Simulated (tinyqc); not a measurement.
Worked calculation (part 2 of 2): RKS/exchange-only LDA in the sto-3g basis, for H2O, spin multiplicity 1. Computed by tinyqc, a small Python program that keeps every step (integrals from PySCF). Command: `OMP_NUM_THREADS=1 python tinyqc.py 24245 24246 out.jsonl` (the two numbers bound the seeds that draw the settings). One thread of a shared host (Intel(R) Xeon(R) Processor @ 2.60GHz), about 0.3 s of CPU time with the checks.

Geometry (angstrom):
```
atom         x          y         z
O     0.000000   0.000000  0.000000
H     0.000000   0.710000  0.575000
H     0.000000  -0.710000  0.575000
```

## Iteration 2: DIIS over 2 matrices

error matrix X^T (FDS - SDF) X:
$$\begin{pmatrix}
0.000000 & 0.072095 & -0.012241 & 0.025870 & 0.058126 & -0.150772 & -0.097948 \\
-0.072095 & 0.000000 & 0.025368 & 0.033404 & 0.057592 & 0.159476 & 0.241947 \\
0.012241 & -0.025368 & 0.000000 & 0.000229 & -0.031258 & 0.010975 & 0.008740 \\
-0.025870 & -0.033404 & -0.000229 & 0.000000 & 0.026145 & 0.389896 & -0.428990 \\
-0.058126 & -0.057592 & 0.031258 & -0.026145 & 0.000000 & 0.263436 & 0.278543 \\
0.150772 & -0.159476 & -0.010975 & -0.389896 & -0.263436 & 0.000000 & 0.002760 \\
0.097948 & -0.241947 & -0.008740 & 0.428990 & -0.278543 & -0.002760 & 0.000000
\end{pmatrix}$$

B (overlaps of the stored error matrices):
$$\begin{pmatrix}
4.3202703e+02 & -2.4031091e+00 \\
-2.4031091e+00 & 1.2313384e+00
\end{pmatrix}$$

Minimise |sum c_i e_i|^2 with sum c_i = 1: solve [B -1; -1 0][c; lambda] = [0; -1] with B_ij = tr e_i^T e_j, and take F = sum c_i F_i.

DIIS coefficients: [0.008297, 0.991703]

extrapolated F (hartree), order 1O 1s, 1O 2s, 1O 2px, 1O 2py, 1O 2pz, 2H 1s, 3H 1s:
$$\begin{pmatrix}
-17.694213 & -4.631058 & 0.002366 & -0.002135 & -0.022796 & -1.181358 & -1.181115 \\
-4.631058 & -1.650550 & 0.009562 & -0.007380 & -0.219317 & -0.729168 & -0.727697 \\
0.002366 & 0.009562 & 0.230626 & 0.000127 & 0.002116 & 0.003444 & 0.003390 \\
-0.002135 & -0.007380 & 0.000127 & 0.064937 & 0.002025 & -0.196763 & 0.192692 \\
-0.022796 & -0.219317 & 0.002116 & 0.002025 & 0.124556 & -0.231603 & -0.232182 \\
-1.181358 & -0.729168 & 0.003444 & -0.196763 & -0.231603 & -0.388472 & -0.319014 \\
-1.181115 & -0.727697 & 0.003390 & 0.192692 & -0.232182 & -0.319014 & -0.390137
\end{pmatrix}$$

## Iteration 2: diagonalisation and new density

X, order 1O 1s, 1O 2s, 1O 2px, 1O 2py, 1O 2pz, 2H 1s, 3H 1s:
$$\begin{pmatrix}
1.024370 & -0.145697 & 0.000000 & 0.000000 & -0.011452 & 0.022753 & 0.022753 \\
-0.145697 & 1.284985 & 0.000000 & 0.000000 & 0.131511 & -0.323909 & -0.323909 \\
0.000000 & 0.000000 & 1.000000 & 0.000000 & 0.000000 & 0.000000 & 0.000000 \\
0.000000 & 0.000000 & 0.000000 & 1.126188 & 0.000000 & -0.250230 & 0.250230 \\
-0.011452 & 0.131511 & 0.000000 & 0.000000 & 1.065748 & -0.162450 & -0.162450 \\
0.022753 & -0.323909 & 0.000000 & -0.250230 & -0.162450 & 1.246112 & -0.106953 \\
0.022753 & -0.323909 & 0.000000 & 0.250230 & -0.162450 & -0.106953 & 1.246112
\end{pmatrix}$$

Diagonalise F' = X^T F X, C = X C', fill 5 alpha and 5 beta electrons from the bottom; D = 2 C_occ C_occ^T. Each column has its largest component positive (the first on a tie).

F' = X^T F X (hartree):
$$\begin{pmatrix}
-17.320954 & -2.552514 & 0.001162 & -0.001381 & -0.036397 & -0.201643 & -0.202253 \\
-2.552514 & -0.557382 & 0.010007 & -0.007964 & -0.037715 & -0.359574 & -0.360236 \\
0.001162 & 0.010007 & 0.230626 & 0.000129 & 0.002376 & 0.000510 & 0.000501 \\
-0.001381 & -0.007964 & 0.000129 & 0.293059 & 0.002071 & -0.316290 & 0.314937 \\
-0.036397 & -0.037715 & 0.002376 & 0.002071 & 0.240298 & -0.222579 & -0.221853 \\
-0.201643 & -0.359574 & 0.000510 & -0.316290 & -0.222579 & 0.042400 & -0.102712 \\
-0.202253 & -0.360236 & 0.000501 & 0.314937 & -0.221853 & -0.102712 & 0.038508
\end{pmatrix}$$

orbital energies (hartree): MO1 -17.708372, MO2 -0.644930, MO3 -0.234514, MO4 0.117378, MO5 0.230759, MO6 0.535472, MO7 0.670761

coefficients C, order 1O 1s, 1O 2s, 1O 2px, 1O 2py, 1O 2pz, 2H 1s, 3H 1s:
$$\begin{pmatrix}
0.992000 & -0.198437 & 0.001153 & -0.174818 & -0.005696 & -0.132993 & 0.001928 \\
0.036861 & 0.611151 & -0.007886 & 0.853954 & 0.021459 & 0.891542 & -0.008468 \\
-0.000148 & -0.008853 & 0.000214 & -0.035631 & 0.999195 & 0.016156 & 0.000083 \\
0.000169 & 0.006745 & -0.457252 & 0.003768 & 0.000234 & -0.001954 & 1.088296 \\
0.006290 & 0.216624 & 0.005690 & -0.599816 & -0.033916 & 0.893351 & 0.004735 \\
-0.009497 & 0.280763 & -0.561457 & -0.370806 & 0.001706 & -0.757981 & -0.807766 \\
-0.009376 & 0.280440 & 0.575970 & -0.345423 & 0.002210 & -0.756661 & 0.810148
\end{pmatrix}$$

D after iteration 2, order 1O 1s, 1O 2s, 1O 2px, 1O 2py, 1O 2pz, 2H 1s, 3H 1s:
$$\begin{pmatrix}
2.108072 & -0.468253 & 0.004297 & -0.004717 & 0.136623 & -0.001936 & -0.007825 \\
-0.468253 & 2.209249 & -0.028807 & 0.021914 & -0.760733 & -0.281897 & -0.256851 \\
0.004297 & -0.028807 & 1.999478 & -0.000117 & -0.028867 & 0.024626 & 0.024316 \\
-0.004717 & 0.021914 & -0.000117 & 0.418279 & -0.006815 & 0.514447 & -0.525549 \\
0.136623 & -0.760733 & -0.028867 & -0.006815 & 0.815855 & 0.559846 & 0.542167 \\
-0.001936 & -0.281897 & 0.024626 & 0.514447 & 0.559846 & 1.063305 & -0.232936 \\
-0.007825 & -0.256851 & 0.024316 & -0.525549 & 0.542167 & -0.232936 & 1.059596
\end{pmatrix}$$

## Iteration 7 (converged): orbitals

converged F (hartree), order 1O 1s, 1O 2s, 1O 2px, 1O 2py, 1O 2pz, 2H 1s, 3H 1s:
$$\begin{pmatrix}
-18.166067 & -4.732700 & 0.000000 & 0.000000 & -0.024200 & -1.207014 & -1.207014 \\
-4.732700 & -1.879209 & 0.000001 & -0.000001 & -0.195495 & -0.798194 & -0.798193 \\
0.000000 & 0.000001 & 0.000774 & 0.000000 & 0.000000 & 0.000000 & 0.000000 \\
0.000000 & -0.000001 & 0.000000 & -0.162413 & 0.000000 & -0.226018 & 0.226016 \\
-0.024200 & -0.195495 & 0.000000 & 0.000000 & -0.104195 & -0.245992 & -0.245992 \\
-1.207014 & -0.798194 & 0.000000 & -0.226018 & -0.245992 & -0.410131 & -0.337377 \\
-1.207014 & -0.798193 & 0.000000 & 0.226016 & -0.245992 & -0.337377 & -0.410127
\end{pmatrix}$$

As before.

F' = X^T F X (hartree):
$$\begin{pmatrix}
-17.792021 & -2.568883 & 0.000000 & 0.000000 & -0.038392 & -0.207443 & -0.207443 \\
-2.568883 & -0.797294 & 0.000001 & -0.000001 & -0.032636 & -0.373307 & -0.373307 \\
0.000000 & 0.000001 & 0.000774 & 0.000000 & 0.000000 & 0.000000 & 0.000000 \\
0.000000 & -0.000001 & 0.000000 & 0.039672 & 0.000000 & -0.302309 & 0.302308 \\
-0.038392 & -0.032636 & 0.000000 & 0.000000 & -0.003054 & -0.210075 & -0.210075 \\
-0.207443 & -0.373307 & 0.000000 & -0.302309 & -0.210075 & 0.048832 & -0.103730 \\
-0.207443 & -0.373307 & 0.000000 & 0.302308 & -0.210075 & -0.103730 & 0.048836
\end{pmatrix}$$

orbital energies (hartree): MO1 -18.179424, MO2 -0.794521, MO3 -0.335121, MO4 -0.089765, MO5 0.000774, MO6 0.416445, MO7 0.527357

coefficients C, order 1O 1s, 1O 2s, 1O 2px, 1O 2py, 1O 2pz, 2H 1s, 3H 1s:
$$\begin{pmatrix}
0.992295 & -0.222639 & 0.000001 & 0.134707 & 0.000000 & -0.139151 & 0.000002 \\
0.035563 & 0.754291 & -0.000004 & -0.649914 & 0.000001 & 0.952332 & -0.000012 \\
0.000000 & -0.000001 & 0.000000 & 0.000001 & 1.000000 & 0.000001 & 0.000000 \\
0.000000 & 0.000002 & 0.613571 & -0.000002 & 0.000000 & 0.000012 & 1.008495 \\
0.006169 & 0.228533 & -0.000002 & 0.750881 & -0.000001 & 0.768074 & -0.000007 \\
-0.009104 & 0.187190 & 0.442541 & 0.253350 & 0.000000 & -0.825454 & -0.884391 \\
-0.009104 & 0.187187 & -0.442540 & 0.253347 & 0.000000 & -0.825434 & 0.884411
\end{pmatrix}$$

D after iteration 7, order 1O 1s, 1O 2s, 1O 2px, 1O 2py, 1O 2pz, 2H 1s, 3H 1s:
$$\begin{pmatrix}
2.104728 & -0.440387 & 0.000000 & 0.000000 & 0.112779 & -0.033162 & -0.033163 \\
-0.440387 & 1.985215 & -0.000001 & 0.000001 & -0.630816 & -0.047571 & -0.047565 \\
0.000000 & -0.000001 & 2.000000 & 0.000000 & -0.000001 & 0.000001 & 0.000001 \\
0.000000 & 0.000001 & 0.000000 & 0.752938 & -0.000004 & 0.543061 & -0.543060 \\
0.112779 & -0.630816 & -0.000001 & -0.000004 & 1.232176 & 0.465916 & 0.465913 \\
-0.033162 & -0.047571 & 0.000001 & 0.543061 & 0.465916 & 0.590304 & -0.193069 \\
-0.033163 & -0.047565 & 0.000001 & -0.543060 & 0.465913 & -0.193069 & 0.590297
\end{pmatrix}$$

## Convergence

Stop when the energy changes by less than 1e-08 hartree and every element of the error matrix X^T (F D S - S D F) X is below 3e-05.

Course of the cycle:
```
iteration   E (hartree)     change  largest element of the error matrix
1          -65.26282810          -                             1.03e+01
2          -73.83927611  -8.58e+00                             4.29e-01
3          -73.88670913  -4.74e-02                             3.56e-01
4          -74.04090874  -1.54e-01                             1.43e-02
5          -74.04112476  -2.16e-04                             6.19e-04
6          -74.04112586  -1.11e-06                             2.47e-05
7          -74.04112587  -1.55e-09                             5.16e-06
```

PySCF RKS in the same basis, fine grid = -74.04114859 hartree

Converged in 7 iterations. The coarse grid moves the energy by +2.27e-05 hartree.

## Populations, bond orders and dipole

overlap S, order 1O 1s, 1O 2s, 1O 2px, 1O 2py, 1O 2pz, 2H 1s, 3H 1s:
$$\begin{pmatrix}
1.000000 & 0.236704 & 0.000000 & 0.000000 & 0.000000 & 0.059834 & 0.059834 \\
0.236704 & 1.000000 & 0.000000 & 0.000000 & 0.000000 & 0.503812 & 0.503812 \\
0.000000 & 0.000000 & 1.000000 & 0.000000 & 0.000000 & 0.000000 & 0.000000 \\
0.000000 & 0.000000 & 0.000000 & 1.000000 & 0.000000 & 0.317167 & -0.317167 \\
0.000000 & 0.000000 & 0.000000 & 0.000000 & 1.000000 & 0.256861 & 0.256861 \\
0.059834 & 0.503812 & 0.000000 & 0.317167 & 0.256861 & 1.000000 & 0.287567 \\
0.059834 & 0.503812 & 0.000000 & -0.317167 & 0.256861 & 0.287567 & 1.000000
\end{pmatrix}$$

Mulliken: Z minus the diagonal of D S on the atom; Loewdin: the same with S^(1/2) D S^(1/2); Mayer order: 2 sum_s sum (D(s) S)_ij (D(s) S)_ji over the two atoms.

Charges (e):
```
atom   Mulliken    Loewdin
1O    -0.398507  -0.269199
2H     0.199251   0.134598
3H     0.199256   0.134602
```

Mayer bond orders:
```
pair     order
2-1   0.949929
3-1   0.949927
3-2   0.010370
```

dipole moment about the origin, x y z (debye): [0.000000, -0.000022, 1.757662]
